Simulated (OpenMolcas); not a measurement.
# BH2 (boron dihydride) at UHF/cc-pVTZ

Wanted: an optimisation with harmonic vibrations of BH2 (boron dihydride). 

The results are computed with OpenMolcas 26.06.

### 1 Starting point

BH2: 3 atoms, total charge 0, spin state doublet. As SMILES, `[BH2]`. The coordinates come from a PBE0-D4/def2-TZVP relaxation. The run starts from this shape.

Bond lengths: B1–H2 1.191 Å, B1–H3 1.191 Å. Angles: H2–B1–H3 129.4°.

### 2 An optimisation with harmonic vibrations at UHF/cc-pVTZ

The input, calc.inp:

```
>>> EXPORT MOLCAS_PRINT=2

&gateway
  baslib = $CurrDir
  coord
  3
  bohr
  B      0.50090970    -0.31683148     0.24515417
  H      0.55193231     1.91792084     0.51183232
  H     -1.05286091    -1.60108936    -0.75700539
  basis = cc-pVTZ
  group = NoSym
>>> EXPORT MOLCAS_MAXITER=50
>>> Do While

&seward

&scf
  uhf
  spin = 2
  prorbitals = 0

&slapaf
>>> EndDo
>>> COPY $Project.Opt.xyz $CurrDir/final.xyz
>>> COPY $Project.slapaf.h5 $CurrDir/final.slapaf.h5

&mckinley
```

The basis set cc-pVTZ is read from a file made from the Basis Set Exchange's data (not shown).

Launch:

```
$ export MOLCAS_MEM=1860
$ pymolcas calc.inp > calc.log
```

Q: Predict the results. Wanted: total energy; dipole moment; HOMO energy; LUMO energy; ⟨S²⟩; lowest harmonic wavenumber; highest harmonic wavenumber; zero-point energy.

Computed results:

Level: UHF/cc-pVTZ.

| quantity | value |
| --- | --- |
| total energy | -25.76036 Eh |
| dipole moment | 0.43 D |
| HOMO energy (highest over α and β) | -9.55 eV |
| LUMO energy (lowest over α and β) | 1.30 eV |
| ⟨S²⟩ | 0.754 |
| lowest harmonic wavenumber | 1099 cm⁻¹ |
| highest harmonic wavenumber | 2819 cm⁻¹ |
| zero-point energy | 39.4 kJ/mol |

In words: At the final geometry: Bond lengths: B1–H2 1.184 Å, B1–H3 1.184 Å. Angles: H2–B1–H3 127.7°. The program took a symmetry number of 1 where this shape has 2, so the entropy in its output is too high by R ln(2/1) = 1.38 cal/(mol K). All 3 modes are real, so the shape is a minimum at this level.
